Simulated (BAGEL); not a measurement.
**CH4N (SMILES [CH2]N): FCI/STO-3G (density fitting with qzvpp-jkfit)**

Aim: the vertical ionisation energy of CH4N at FCI/STO-3G (density fitting with qzvpp-jkfit), from 2 runs. 

The results are computed with BAGEL 1.2.2.

6 further runs of the same task are left out: 4 that didn't finish, 2 set aside as unsound or not needed. Runs told in other sessions of the task aren't counted.

### 1 The molecule

CH4N has 6 atoms, charge 0, and is taken as a doublet. SMILES: `[CH2]N`. The coordinates come from a PBE0-D4/def2-TZVP relaxation. This is one conformer, not always the lowest.

Bond lengths: C1–N2 1.386 Å, C1–H3 1.082 Å, C1–H4 1.082 Å, N2–H5 1.008 Å, N2–H6 1.008 Å. Angles: C1–N2–H5 115.5°, C1–N2–H6 115.5°, N2–C1–H3 116.9°, N2–C1–H4 116.8°, H5–N2–H6 111.4°, H3–C1–H4 118.6°.

### 2 The energy at FCI/STO-3G (density fitting with qzvpp-jkfit)

Input file input.json:

```json
{ "bagel" : [

{
  "title" : "molecule",
  "basis" : "sto-3g",
  "df_basis" : "qzvpp-jkfit",
  "angstrom" : true,
  "geometry" : [
    { "atom" : "C", "xyz" : [   -0.319900,   -0.571400,   -0.195400 ] },
    { "atom" : "N", "xyz" : [    0.368400,    0.544400,    0.254100 ] },
    { "atom" : "H", "xyz" : [   -1.285500,   -0.763000,    0.252600 ] },
    { "atom" : "H", "xyz" : [    0.275200,   -1.412900,   -0.523600 ] },
    { "atom" : "H", "xyz" : [    1.200400,    0.778600,   -0.264400 ] },
    { "atom" : "H", "xyz" : [   -0.196500,    1.360300,    0.430400 ] }
  ]
},
{
  "title" : "hf",
  "charge" : 1
},
{
  "title" : "fci",
  "nstate" : 1,
  "charge" : 0,
  "ncore" : 2,
  "nspin" : 1
}

]}
```

Run with:

```bash
$ BAGEL_NUM_THREADS=1 BAGEL input.json > input.out
```

The program printed:

```text
* using 1 threads per process

  ===============================================================
  ===============================================================

  *** Geometry ***

  { "atom" : "C", "xyz" : [     -0.604523,     -1.079790,     -0.369252 ] },
  { "atom" : "N", "xyz" : [      0.696175,      1.028767,      0.480179 ] },
  { "atom" : "H", "xyz" : [     -2.429243,     -1.441861,      0.477345 ] },
  { "atom" : "H", "xyz" : [      0.520053,     -2.669994,     -0.989461 ] },
  { "atom" : "H", "xyz" : [      2.268427,      1.471341,     -0.499644 ] },
  { "atom" : "H", "xyz" : [     -0.371331,      2.570594,      0.813338 ] },

  Number of auxiliary basis functions:      224

  Since a DF basis is specified, we compute 2- and 3-index integrals:
    o Being stored without compression. Storage requirement is 0.000 GB

  Number of basis functions:       14
  Number of electrons      :       17

    * METHOD: MOLECULE                             0.04

  *** RHF ***

  === Nuclear Repulsion ===
    37.2941177512

      * DIIS with orbital gradients will be used.

  === RHF iteration (sto-3g) ===
      0        -93.16463805          0.02231887           0.00
      1        -93.19735617          0.00699707           0.00
      2        -93.19969746          0.00255597           0.00
      3        -93.20005647          0.00050508           0.00
      4        -93.20008539          0.00014983           0.00
      5        -93.20008866          0.00002580           0.00
      6        -93.20008875          0.00000455           0.00
      7        -93.20008875          0.00000051           0.00
      8        -93.20008875          0.00000016           0.00
      9        -93.20008875          0.00000006           0.00
     10        -93.20008875          0.00000003           0.00
     11        -93.20008875          0.00000000           0.00
    * SCF iteration converged.

    * Permanent dipole moment:
           (    0.180400,    -0.028892,     0.386934) a.u.

    * METHOD: HF                                   0.05

  ---------------------------
        FCI calculation
  ---------------------------

  Performs exactly the same way as Knowles & Handy 1984 CPL

  o alpha-beta strings
      length:          1716
  o size of the space
      determinant space:  731808
      spin-adapted space: 339768

  o single displacement lists (alpha)
      length:         33264
  o single displacement lists (beta)
      length:         38808

     guess   0:   closed 111111......         open ......1.....

  === FCI iteration ===

      0  0       -93.34072379     6.37e-04      1.21
      1  0       -93.48411903     2.81e-04      1.20
      2  0       -93.50459206     1.09e-04      1.18
      3  0       -93.50729711     3.84e-05      1.26
      4  0       -93.50758658     1.54e-05      1.22
      5  0       -93.50763411     6.28e-06      1.18
      6  0       -93.50764330     2.89e-06      1.20
      7  0       -93.50764502     1.48e-06      1.19
      8  0       -93.50764542     6.76e-07      1.19
      9  0       -93.50764552     3.00e-07      1.22
     10  0       -93.50764553     1.43e-07      1.22
     11  0       -93.50764554     5.97e-08      1.24
     12  0       -93.50764554     2.14e-08      1.28
     13  0       -93.50764554     7.93e-09      1.22
     14  0       -93.50764554     3.73e-09      1.25
     15  0       -93.50764554     1.86e-09      1.23
     16  0       -93.50764554     8.64e-10      1.26
     17  0       -93.50764554     3.54e-10      1.28
     18  0       -93.50764554     1.49e-10      1.28
     19  0 *     -93.50764554     5.96e-11      1.18

     * ci vector, state   0, <S^2> = 0.7500
       222222a.....    -0.9459279475
       22222a2.....     0.1011540812
       2222a2a....b     0.0801464266
       22a222a.b...     0.0737989704
       2222b2a....a    -0.0619861941
       22b222a.a...    -0.0612204437
       222a22a..b..     0.0557250634
       2a2222a..b..    -0.0511680465

    * METHOD: FCI                                 24.93

  ===============================================================
```

Wall time 25 s (1 thread of Arm Neoverse V1, shared host); peak memory 1.1 GiB.

### 3 The singlet cation, same level

Input file fci.json:

```json
{ "bagel" : [

{
  "title" : "molecule",
  "basis" : "sto-3g",
  "df_basis" : "qzvpp-jkfit",
  "angstrom" : "true",
  "geometry" : [
    { "atom" : "C", "xyz" : [      -0.319900,      -0.571400,      -0.195400 ] },
    { "atom" : "N", "xyz" : [       0.368400,       0.544400,       0.254100 ] },
    { "atom" : "H", "xyz" : [      -1.285500,      -0.763000,       0.252600 ] },
    { "atom" : "H", "xyz" : [       0.275200,      -1.412900,      -0.523600 ] },
    { "atom" : "H", "xyz" : [       1.200400,       0.778600,      -0.264400 ] },
    { "atom" : "H", "xyz" : [      -0.196500,       1.360300,       0.430400 ] }
  ]
},

{
  "title" : "hf",
  "charge" : 1
},

{
  "title" : "fci",
  "nstate" : 1,
  "charge" : 1,
  "ncore" : 2
}

]}
```

Run with:

```bash
$ BAGEL_NUM_THREADS=1 BAGEL fci.json > fci.out
```

The program printed:

```text
* using 1 threads per process

  ===============================================================
  ===============================================================

  *** Geometry ***

  { "atom" : "C", "xyz" : [     -0.604523,     -1.079790,     -0.369252 ] },
  { "atom" : "N", "xyz" : [      0.696175,      1.028767,      0.480179 ] },
  { "atom" : "H", "xyz" : [     -2.429243,     -1.441861,      0.477345 ] },
  { "atom" : "H", "xyz" : [      0.520053,     -2.669994,     -0.989461 ] },
  { "atom" : "H", "xyz" : [      2.268427,      1.471341,     -0.499644 ] },
  { "atom" : "H", "xyz" : [     -0.371331,      2.570594,      0.813338 ] },

  Number of auxiliary basis functions:      224

  Since a DF basis is specified, we compute 2- and 3-index integrals:
    o Being stored without compression. Storage requirement is 0.000 GB

  Number of basis functions:       14
  Number of electrons      :       17

    * METHOD: MOLECULE                             0.04

  *** RHF ***

  === Nuclear Repulsion ===
    37.2941177512

      * DIIS with orbital gradients will be used.

  === RHF iteration (sto-3g) ===
      0        -93.16463805          0.02231887           0.00
      1        -93.19735617          0.00699707           0.00
      2        -93.19969746          0.00255597           0.00
      3        -93.20005647          0.00050508           0.00
      4        -93.20008539          0.00014983           0.00
      5        -93.20008866          0.00002580           0.00
      6        -93.20008875          0.00000455           0.00
      7        -93.20008875          0.00000051           0.00
      8        -93.20008875          0.00000016           0.00
      9        -93.20008875          0.00000006           0.00
     10        -93.20008875          0.00000003           0.00
     11        -93.20008875          0.00000000           0.00
    * SCF iteration converged.

    * Permanent dipole moment:
           (    0.180400,    -0.028892,     0.386934) a.u.

    * METHOD: HF                                   0.05

  ---------------------------
        FCI calculation
  ---------------------------

  Performs exactly the same way as Knowles & Handy 1984 CPL

  o alpha-beta strings
      length:          1848
  o size of the space
      determinant space:  853776
      spin-adapted space: 226512

  o single displacement lists (alpha)
      length:         38808
  o single displacement lists (beta)
      length:         38808

     guess   0:   closed 111111......         open ............

  === FCI iteration ===

      0  0       -93.20008875     5.88e-04      1.42
      1  0       -93.33305680     2.81e-04      1.41
      2  0       -93.35756117     1.38e-04      1.46
      3  0       -93.36403145     5.82e-05      1.53
      4  0       -93.36529040     2.64e-05      1.43
      5  0       -93.36547187     1.19e-05      1.43
      6  0       -93.36549743     4.89e-06      1.62
      7  0       -93.36550206     1.68e-06      1.61
      8  0       -93.36550254     6.84e-07      1.58
      9  0       -93.36550263     2.48e-07      1.43
     10  0       -93.36550264     9.14e-08      1.39
     11  0       -93.36550264     3.41e-08      1.45
     12  0       -93.36550264     1.23e-08      1.40
     13  0       -93.36550264     5.20e-09      1.39
     14  0       -93.36550264     2.05e-09      1.40
     15  0       -93.36550264     7.89e-10      1.43
     16  0       -93.36550264     3.06e-10      1.45
     17  0       -93.36550264     1.27e-10      1.48
     18  0 *     -93.36550264     5.51e-11      1.31

     * ci vector, state   0, <S^2> = 0.0000
       222222......     0.9333353981
       22222.2.....    -0.1967301550
       22222ab.....     0.0977544167
       22222ba.....     0.0977544167
       222b2ab...a.    -0.0541684368
       222a2ba...b.    -0.0541684368

    * METHOD: FCI                                 28.07

  ===============================================================
```

Wall time 29 s (1 thread of Arm Neoverse V1, shared host); peak memory 1.3 GiB.

### 4 Outcome

Level: FCI/STO-3G (density fitting with qzvpp-jkfit), 2 core orbitals frozen.

| quantity | value |
| --- | --- |
| doublet CH4N: total energy | -93.50765 Eh |
| singlet cation: total energy | -93.36550 Eh |
| vertical ionisation energy (to the singlet cation) | 3.868 eV |

In words: The vertical ionisation energy comes to 3.87 eV (89 kcal/mol). Only the singlet of the ionised species was computed; a triplet could lie lower. In a minimal basis such a difference can be off by several eV, whatever the method.
